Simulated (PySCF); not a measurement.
## Orbital picture of AlO

UHF at R = 1.641 Å; Al pcseg-1, O pcseg-1; no relativity (PySCF 2.14). State: ²Σ⁺ (doublet), unpaired electrons σ ↑. Only the outer orbitals are listed, counted within each symmetry.

| spin | orbital | occ. | ε (eV) | on Al (%) | main shells (%) |
| --- | --- | --- | --- | --- | --- |
| α | 5σ | 1 | -35.56 | 6 | 93 O s |
| α | 6σ | 1 | -17.76 | 12 | 86 O p |
| α | 2π | 1 | -14.06 | 6 | 94 O p |
| α | 2π | 1 | -14.06 | 6 | 94 O p |
| α | 7σ | 1 | -9.65 | 97 | 74 Al s, 23 Al p |
| α | 3π | 0 | 1.24 | 98 | 98 Al p |
| α | 3π | 0 | 1.24 | 98 | 98 Al p |
| α | 8σ | 0 | 3.16 | 103 | 91 Al p, 10 Al s |
| β | 5σ | 1 | -31.80 | 7 | 92 O s |
| β | 2π | 1 | -12.78 | 9 | 91 O p |
| β | 2π | 1 | -12.78 | 9 | 91 O p |
| β | 6σ | 1 | -9.85 | 83 | 80 Al s, 13 O p |
| β | 7σ | 0 | 0.51 | 46 | 52 O p, 26 Al p, 20 Al s |
| β | 3π | 0 | 1.46 | 96 | 96 Al p |
| β | 3π | 0 | 1.46 | 96 | 96 Al p |

Question: Which are the highest filled and the lowest empty level, where do they sit, and how wide is the gap?

Answer: Highest filled α 7σ at -9.65 eV (in %: 74 Al s, 23 Al p); lowest empty β 7σ at 0.51 eV (in %: 52 O p, 26 Al p, 20 Al s); the gap at UHF is 10.16 eV. An empty level above zero is unbound, and its energy depends on the basis.

The bond order (Mayer) is 1.13, the ⟨S²⟩ is 0.794 and the charge on Al (Mulliken, basis-dependent) is 0.66. The charge on Al (Löwdin, basis-dependent) is 0.45 and the dipole moment (positive dipole means Al(−)O(+)) is -2.38 D. The polarisability along the bond is 71.2 bohr³. The polarisability across the bond is 22.8 bohr³.

Shares are Mulliken populations and can fall outside 0 to 100 %.

The state was picked by a PBE0 search and need not be the measured ground state.
